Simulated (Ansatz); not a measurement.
Input (CCSDT(Q)/cc-pVTZ; Ansatz, an electronic-structure program):

Ansatz 0.2 input:
```yaml
crystal:
  periodic: [false, false, false]
  atoms:
    - {symbol: N, position_ang: [-0.00000000, -0.00000000, -1.19434265]}
    - {symbol: N, position_ang: [-0.00000000, -0.00000000, -0.07337328]}
    - {symbol: O, position_ang: [0.00000000, 0.00000000, 1.10925144]}
basis:
  gaussian:
    orbitals: cc-pVTZ
magnetization: {spin_polarized: false}
correlation: {method: ccsdt_q, electrons: outside_noble_gas}
```

Output:

```
Functional definition: HF
integrals: 0.13 GiB planned
1109 factors; integrals over basis functions are off by at most 1.7e-7 eV
mean field: 0.21 GiB planned
mean field evaluation 1: about -4998.2251 eV, gradient 3.3e1 eV
mean field evaluation 2: about -4998.2343 eV, gradient 3.3e1 eV
mean field evaluation 4: about -5000.0882 eV, gradient 2.9e0 eV
mean field evaluation 8: about -5000.1196 eV, gradient 1.7e-1 eV
mean field evaluation 16: about -5000.0998 eV, gradient 1.9e0 eV
mean field -5000.11970576 eV, -183.7510099838 hartree, gradient 2.6e-6 eV, S^2 0.000000; 0 other end points of the search recorded, 0 dependent functions left out
3 core orbitals not correlated
reference -5000.11970576 eV, -183.7510099838 hartree; 8, 8 occupied and 79, 79 virtual orbitals, 1109 factors
second order -17.43096276 eV of doubles, -0.00000000 eV of singles
coupled cluster: 2.27 GiB planned
cycle   1  -16.04928268 eV  change     1.4e0 eV  update   1.7e-1
cycle   2  -17.17715294 eV  change    -1.1e0 eV  update   1.4e-1
cycle   3  -17.66728838 eV  change   -4.9e-1 eV  update   3.4e-2
cycle   4  -17.89112222 eV  change   -2.2e-1 eV  update   1.6e-2
cycle   5  -17.82404414 eV  change    6.7e-2 eV  update   6.7e-3
cycle   6  -17.80704791 eV  change    1.7e-2 eV  update   3.4e-3
cycle   7  -17.81872744 eV  change   -1.2e-2 eV  update   1.1e-3
cycle   8  -17.82089451 eV  change   -2.2e-3 eV  update   4.5e-4
cycle   9  -17.81961274 eV  change    1.3e-3 eV  update   1.6e-4
cycle  10  -17.81971437 eV  change   -1.0e-4 eV  update   8.1e-5
cycle  11  -17.81950601 eV  change    2.1e-4 eV  update   3.6e-5
cycle  12  -17.81935170 eV  change    1.5e-4 eV  update   1.4e-5
cycle  13  -17.81940946 eV  change   -5.8e-5 eV  update   5.8e-6
cycle  14  -17.81940930 eV  change    1.7e-7 eV  update   3.7e-6
cycle  15  -17.81940774 eV  change    1.6e-6 eV  update   1.0e-6
coupled cluster: 2.27 GiB planned
perturbative correction -0.09775888 eV, -0.0035925725 hartree
Total energy: -5018.03687237 eV, -184.4094537122 hartree
```
